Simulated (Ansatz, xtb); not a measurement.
## Relative energy of two structures of C2HOS−

Structure X: `[O-]C=C=S`, a singlet. Structure Y: a singlet given by its coordinates. Both are isolated ions in the gas phase, relaxed with BLYP-D3(BJ)/def2-SVPD.

X (Å):

```xyz
5

C    -2.1584    1.0131   -1.2140
C    -2.6932    0.3579   -2.3118
O    -2.7222    1.4601   -0.1562
S    -3.2614    0.4690   -3.8468
H    -1.0182    0.9767   -1.2783
```

Y (Å):

```xyz
5

C    -2.9504    0.9517   -2.9167
C    -2.1866    0.6653   -1.9299
O    -3.5915    1.1321   -3.9561
S    -2.1236    1.0985   -0.2354
H    -1.0125    0.3884    0.1557
```

Close contacts (Å): C1–C2 1.28, C1–O3 1.23, C2–S4 1.75, S4–H5 1.38.

Q: Which of the two would you expect CCSD(T)/def2-SVPD + ΔMP2/def2-TZVPPD electronic energies to favour?

A: Structure Y; the calculation gives E(Y) − E(X) = −26.4 kJ/mol.

The same difference at several levels:

| level | geometry | E(Y) − E(X) (kJ/mol) | departure from the last row (kJ/mol) | job, with rough time for the two |
| --- | --- | --- | --- | --- |
| GFN2-xTB | GFN2-xTB | −8.6 | +17.8 | optimisation, 0.21 s |
| HF/STO-3G | GFN2-xTB | −74.8 | −48.4 | single point, 0.2 s |
| r2SCAN-D4/def2-SVPD | GFN2-xTB | −9.8 | +16.6 | single point, 2.1 s |
| BLYP-D3(BJ)/def2-SVPD | BLYP-D3(BJ)/def2-SVPD | −7.3 | +19.1 | optimisation, 29 s |
| HF/def2-SVPD | BLYP-D3(BJ)/def2-SVPD | −12.0 | +14.4 | part of the CCSD(T) run |
| MP2/def2-SVPD | BLYP-D3(BJ)/def2-SVPD | −34.9 | −8.5 | part of the CCSD(T) run |
| CCSD(T)/def2-SVPD | BLYP-D3(BJ)/def2-SVPD | −16.2 | +10.2 | single point |
| CCSD(T)/def2-SVPD + ΔMP2/def2-TZVPPD | BLYP-D3(BJ)/def2-SVPD | −26.4 |  | single point, 41 s |

None of the levels shown reverses the order. The largest departure from CCSD(T)/def2-SVPD + ΔMP2/def2-TZVPPD is that of HF/STO-3G, 48.4 kJ/mol. The last row adds to CCSD(T) the change of the MP2 difference between the two basis sets, here −10.2 kJ/mol.

With harmonic frequencies from BLYP-D3(BJ)/def2-SVPD (ideal gas, rigid rotor, one conformer each, 298.15 K, 1 atm): on the last row, ΔE + ΔZPE = −29.8, ΔH = −28.6, ΔG = −30.8 kJ/mol.

The T1 diagnostic of structure X is large, so the coupled-cluster value is less sure. The correlated steps freeze 8 core orbitals. Mirror images aren't counted in ΔG. Run with Ansatz 0.2.0, xtb 6.7.1; the last row on 1 thread of Intel(R) Xeon(R) 6975P-C (Granite Rapids) on a shared host.
